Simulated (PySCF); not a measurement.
Gas-phase reaction: AlHCl2 + 2 CH4 → AlH(CH3)2 + 2 HCl

Method: PySCF energies plus ideal-gas RRHO corrections (1 bar). † marks an energy on the PBE0/def2-TZVP geometry and frequencies; other levels use their own. MP2 and CCSD(T) freeze the core. 6-31G* has spherical d functions here. All species are closed-shell singlets. B3LYP is the form with VWN-RPA correlation. Methyl groups turn as free rotors in AlH(CH3)2. AlHCl2, AlH(CH3)2: computed as isolated molecules; such fragments, hydroxides, amides, oligomers or adducts are transient or little studied in the gas. MP2 isn't extrapolated to the basis-set limit; its ΔH°(298 K) is 342.8 kJ in def2-SVP and 329.3 kJ in def2-TZVPP. CCSD(T) isn't extrapolated to the basis-set limit; its ΔH°(298 K) is 336.5 kJ in def2-SVP and 320.1 kJ in def2-TZVPP. The harmonic model lacks anharmonicity and excited electronic states, which grow with temperature; levels with a mode under 35 cm⁻¹ are left out.

```
level                ΔE electronic, kJ  ΔH°(298 K), kJ  ΔS°(298 K), J/K  ΔG°(1400 K), kJ
-------------------  -----------------  --------------  ---------------  ---------------
B3LYP/6-31G*                       383             360               23              313
CCSD(T)/def2-SVP†                  359             336               24              289
CCSD(T)/def2-TZVPP†                342             320               24              272
M06-2X/def2-TZVP†                  354             331               24              283
MP2/def2-SVP†                      365             343               24              295
PBE0/def2-QZVP†                    340             318               24              270
r2SCAN/def2-TZVP†                  357             335               24              287
ωB97M-V/def2-TZVP†                 348             326               24              278
ωB97X-V/def2-TZVP†                 351             328               24              280
```
ΔH° is lowest at PBE0/def2-QZVP† and highest at B3LYP/6-31G*. No reference value is set beside these.
